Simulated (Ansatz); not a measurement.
**AlBH₅N: small, medium and large basis sets**

How large a basis does AlBH₅N need? Two functionals are run in growing sets.

Computed with Ansatz 0.2.0, Gaussian basis. Level: one geometry, several basis sets.

Levels to be run: PBE0-D4/def2-SVP; ωB97M-V/def2-SVP; PBE0-D4/def2-QZVPP; ωB97M-V/def2-QZVPP; the functionals' def2-TZVPP values are taken from earlier runs.

## Step 1: The relaxed structure

The geometry comes from an earlier relaxation with PBE0-D4 in a triple-zeta def2 set; it is a stationary point, not always the lowest conformer.

SMILES `B[NH][AlH2]`, 8 atoms, charge 0, spin multiplicity 1.

Atoms are counted from 1 here; the program's logs count them from 0.

Bond lengths: B1–N2 1.404 Å, B1–H4 1.200 Å, B1–H5 1.201 Å, N2–Al3 1.803 Å, N2–H6 1.011 Å, Al3–H7 1.577 Å, Al3–H8 1.583 Å. Angles: N2–B1–H4 120.8°, N2–B1–H5 118.6°, H4–B1–H5 120.6°, B1–N2–Al3 124.4°, B1–N2–H6 115.8°, Al3–N2–H6 119.7°, N2–Al3–H7 118.3°, N2–Al3–H8 117.1°, H7–Al3–H8 124.6°.

## Step 2: PBE0-D4 in def2-SVP

in.yaml reads:

```yaml
crystal:
  periodic: [false, false, false]
  atoms:
    - {symbol: B, position_ang: [-0.740057, 0.961216, -0.693339]}
    - {symbol: N, position_ang: [-0.448598, 0.104424, 0.379443]}
    - {symbol: Al, position_ang: [0.977815, -0.996049, 0.447095]}
    - {symbol: H, position_ang: [-1.710020, 1.667497, -0.670796]}
    - {symbol: H, position_ang: [0.002591, 0.973525, -1.637240]}
    - {symbol: H, position_ang: [-1.101213, 0.127210, 1.151897]}
    - {symbol: H, position_ang: [1.974407, -1.002514, -0.774843]}
    - {symbol: H, position_ang: [1.137277, -1.892508, 1.742083]}
basis:
  gaussian: {orbitals: def2-SVP}
hamiltonian: {xc: pbe0, dispersion: d4}
output: {orbitals: {seedname: orbitals}}
```

Launch:

```bash
> ansatz run in.yaml --threads 2 --pin off --events-out ev --progress --plain --max-ram 4352MiB
```

Standard output:

```text
Functional definition: PBE0
  name "PBE0"
  cite "Adamo & Barone, J. Chem. Phys. 110, 6158 (1999) doi:10.1063/1.478522"
  cite "Perdew, Burke & Ernzerhof, Phys. Rev. Lett. 77, 3865 (1996) doi:10.1103/PhysRevLett.77.3865"
  parent pbe
  parameter a = 0.25
  parameter kappa = 0.804
  parameter beta = 0.06672455060314922
  exchange = (1 - a)*pbe_x(kappa = kappa, mu = beta*pi^2/3) + a*exact_x
  correlation = pbe_c(beta = beta)
842 factors; their error is unknown
mean field evaluation 1: about -8830.6173 eV, gradient 4.9e1 eV
mean field evaluation 2: about -8821.2933 eV, gradient 7.7e1 eV
mean field evaluation 4: about -8835.8992 eV, gradient 2.2e0 eV
mean field evaluation 8: about -8836.0107 eV, gradient 3.4e-2 eV
mean field -8836.01073578 eV, -324.7174052766 hartree, gradient 1.4e-5 eV, S^2 0.000000; 0 other end points of the search recorded, 0 dependent functions left out
reference -8836.01076582 eV, -324.7174063805 hartree; 15, 15 occupied and 56, 56 virtual orbitals, 842 factors
Total energy: -8836.10778659 eV, -324.7209718283 hartree
```

It took 0.65 s on 2 threads of Arm Neoverse V2, shared host.

## Step 3: ωB97M-V in def2-SVP

in.yaml, as its differences from that of step 2:

```diff
@@ -13,3 +13,3 @@
   gaussian: {orbitals: def2-SVP}
-hamiltonian: {xc: pbe0, dispersion: d4}
+hamiltonian: {xc: {name: wB97M-V}}
 output: {orbitals: {seedname: orbitals}}
```

The command is unchanged.

Standard output:

```text
Functional definition: wB97M-V
  name "wB97M-V"
  cite "Mardirossian & Head-Gordon, J. Chem. Phys. 144, 214110 (2016) doi:10.1063/1.4952647"
  cite "Becke, J. Chem. Phys. 107, 8554 (1997) doi:10.1063/1.475007"
  cite "Vydrov & Van Voorhis, J. Chem. Phys. 133, 244103 (2010) doi:10.1063/1.3521275"
  # Of w^i u^j: cxij and so on, Table III.
  parameter omega = 0.3/bohr
  parameter cx = 0.15
  parameter cx01 = 1.007
  parameter cx10 = 0.259
  parameter css00 = 0.443
  parameter css04 = -1.437
  parameter css10 = -4.535
  parameter css20 = -3.390
  parameter css43 = 4.278
  parameter cos00 = 1.000
  parameter cos10 = 1.358
  parameter cos20 = 2.924
  parameter cos21 = -8.812
  parameter cos60 = -1.390
  parameter cos61 = 9.142
  parameter b = 6.0
  parameter c = 0.01
  gx(w, u) = 1 - cx + cx01*u + cx10*w
  gss(w, u) = css00 + css04*u^4 + css10*w + css20*w^2 + css43*w^4*u^3
  gos(w, u) = cos00 + cos10*w + (cos20 + cos21*u)*w^2 + (cos60 + cos61*u)*w^6
  exchange = spin_sum(e_x_unif_sr(omega)*gx(b97_w, b97_u_x)) + cx*exact_x_sr(omega) + exact_x_lr(omega)
  correlation = spin_sum(e_c_pw_mod_same_spin*gss(b97_w, b97_u_same))
      + integral(e_c_pw_mod_opposite_spin*gos(b97_w_opposite, b97_u_opposite)) + vv10(b, c)
823 factors; their error is unknown
242 factors; integrals over basis functions are off by at most 1.1e-5 eV
mean field evaluation 1: about -8836.2893 eV, gradient 4.3e1 eV
mean field evaluation 2: about -8835.9464 eV, gradient 4.5e1 eV
mean field evaluation 4: about -8840.2270 eV, gradient 8.4e-1 eV
mean field evaluation 8: about -8840.2740 eV, gradient 1.4e-1 eV
mean field -8840.27407846 eV, -324.8740802302 hartree, gradient 4.4e-5 eV, S^2 0.000000; 0 other end points of the search recorded, 0 dependent functions left out
reference -8840.27412581 eV, -324.8740819707 hartree; 15, 15 occupied and 56, 56 virtual orbitals, 823 factors
Total energy: -8840.27412581 eV, -324.8740819707 hartree
```

It took 3 s on 2 threads of Arm Neoverse V2, shared host.

## Step 4: PBE0-D4 in def2-QZVPP

in.yaml, as its differences from that of step 3:

```diff
@@ -12,4 +12,4 @@
 basis:
-  gaussian: {orbitals: def2-SVP}
-hamiltonian: {xc: {name: wB97M-V}}
+  gaussian: {orbitals: "def2-QZVPP.json"}
+hamiltonian: {xc: pbe0, dispersion: d4}
 output: {orbitals: {seedname: orbitals}}
```

Same command.

Standard output:

```text
Functional definition: PBE0
  name "PBE0"
  cite "Adamo & Barone, J. Chem. Phys. 110, 6158 (1999) doi:10.1063/1.478522"
  cite "Perdew, Burke & Ernzerhof, Phys. Rev. Lett. 77, 3865 (1996) doi:10.1103/PhysRevLett.77.3865"
  parent pbe
  parameter a = 0.25
  parameter kappa = 0.804
  parameter beta = 0.06672455060314922
  exchange = (1 - a)*pbe_x(kappa = kappa, mu = beta*pi^2/3) + a*exact_x
  correlation = pbe_c(beta = beta)
1095 factors; their error is unknown
mean field evaluation 1: about -8833.6001 eV, gradient 6.2e1 eV
mean field evaluation 2: about -8818.1534 eV, gradient 9.6e1 eV
mean field evaluation 4: about -8841.2140 eV, gradient 2.9e0 eV
mean field evaluation 8: about -8841.2411 eV, gradient 3.1e-2 eV
mean field -8841.24112605 eV, -324.9096185737 hartree, gradient 5.0e-5 eV, S^2 0.000000; 0 other end points of the search recorded, 0 dependent functions left out
reference -8841.24117033 eV, -324.9096202013 hartree; 15, 15 occupied and 319, 319 virtual orbitals, 1095 factors
Total energy: -8841.33819111 eV, -324.9131856491 hartree
```

Run time: 3.9 s. Hardware: 2 threads of Arm Neoverse V2, shared host; peak memory 0.69 GiB.

## Step 5: ωB97M-V in def2-QZVPP

in.yaml, as its differences from that of step 4:

```diff
@@ -13,3 +13,3 @@
   gaussian: {orbitals: "def2-QZVPP.json"}
-hamiltonian: {xc: pbe0, dispersion: d4}
+hamiltonian: {xc: {name: wB97M-V}}
 output: {orbitals: {seedname: orbitals}}
```

Launched as before.

Standard output:

```text
Functional definition: wB97M-V
  name "wB97M-V"
  cite "Mardirossian & Head-Gordon, J. Chem. Phys. 144, 214110 (2016) doi:10.1063/1.4952647"
  cite "Becke, J. Chem. Phys. 107, 8554 (1997) doi:10.1063/1.475007"
  cite "Vydrov & Van Voorhis, J. Chem. Phys. 133, 244103 (2010) doi:10.1063/1.3521275"
  # Of w^i u^j: cxij and so on, Table III.
  parameter omega = 0.3/bohr
  parameter cx = 0.15
  parameter cx01 = 1.007
  parameter cx10 = 0.259
  parameter css00 = 0.443
  parameter css04 = -1.437
  parameter css10 = -4.535
  parameter css20 = -3.390
  parameter css43 = 4.278
  parameter cos00 = 1.000
  parameter cos10 = 1.358
  parameter cos20 = 2.924
  parameter cos21 = -8.812
  parameter cos60 = -1.390
  parameter cos61 = 9.142
  parameter b = 6.0
  parameter c = 0.01
  gx(w, u) = 1 - cx + cx01*u + cx10*w
  gss(w, u) = css00 + css04*u^4 + css10*w + css20*w^2 + css43*w^4*u^3
  gos(w, u) = cos00 + cos10*w + (cos20 + cos21*u)*w^2 + (cos60 + cos61*u)*w^6
  exchange = spin_sum(e_x_unif_sr(omega)*gx(b97_w, b97_u_x)) + cx*exact_x_sr(omega) + exact_x_lr(omega)
  correlation = spin_sum(e_c_pw_mod_same_spin*gss(b97_w, b97_u_same))
      + integral(e_c_pw_mod_opposite_spin*gos(b97_w_opposite, b97_u_opposite)) + vv10(b, c)
1052 factors; their error is unknown
321 factors; integrals over basis functions are off by at most 1.3e-5 eV
mean field evaluation 1: about -8839.8951 eV, gradient 5.5e1 eV
mean field evaluation 2: about -8838.8717 eV, gradient 5.8e1 eV
mean field evaluation 4: about -8845.6246 eV, gradient 1.2e0 eV
mean field evaluation 8: about -8845.6295 eV, gradient 1.9e-1 eV
mean field evaluation 16: about -8845.6295 eV, gradient 1.7e-5 eV
mean field -8845.62953422 eV, -325.0708895994 hartree, gradient 1.7e-5 eV, S^2 0.000000; 0 other end points of the search recorded, 0 dependent functions left out
reference -8845.62960682 eV, -325.0708922674 hartree; 15, 15 occupied and 319, 319 virtual orbitals, 1052 factors
Total energy: -8845.62960682 eV, -325.0708922674 hartree
```

Wall time 12 s (2 threads of Arm Neoverse V2, shared host); peak memory 0.88 GiB.

## Step 6: Density functionals: the series

The def2-TZVPP values come from earlier runs at the same geometry.

```
functional       basis  functions  energy (eV)  from the largest (eV)  HOMO (eV)  LUMO (eV)
   PBE0-D4    def2-SVP         71   -8836.1078                  5.230      -8.42      -1.26
   PBE0-D4  def2-TZVPP        174   -8840.9849                  0.353      -8.46      -1.30
   PBE0-D4  def2-QZVPP        334   -8841.3382                  0.000      -8.47      -1.33
   ωB97M-V    def2-SVP         71   -8840.2741                  5.355     -10.63       0.47
   ωB97M-V  def2-TZVPP        174   -8845.2938                  0.336     -10.73       0.33
   ωB97M-V  def2-QZVPP        334   -8845.6296                  0.000     -10.73       0.13
```

## Step 7: Outcome

```
                                       quantity          value
PBE0-D4: double and triple zeta above quadruple  5.23, 0.35 eV
ωB97M-V: double and triple zeta above quadruple  5.36, 0.34 eV
```

**Reading.** PBE0-D4 gains 4.88 eV from double to triple zeta, then 0.35 eV more. These are total energies; as a rule much of such shifts cancels in differences, which this series doesn't test.

For PBE0-D4 the largest set took about 6 times as long as the smallest (3.9 s against 0.65 s).
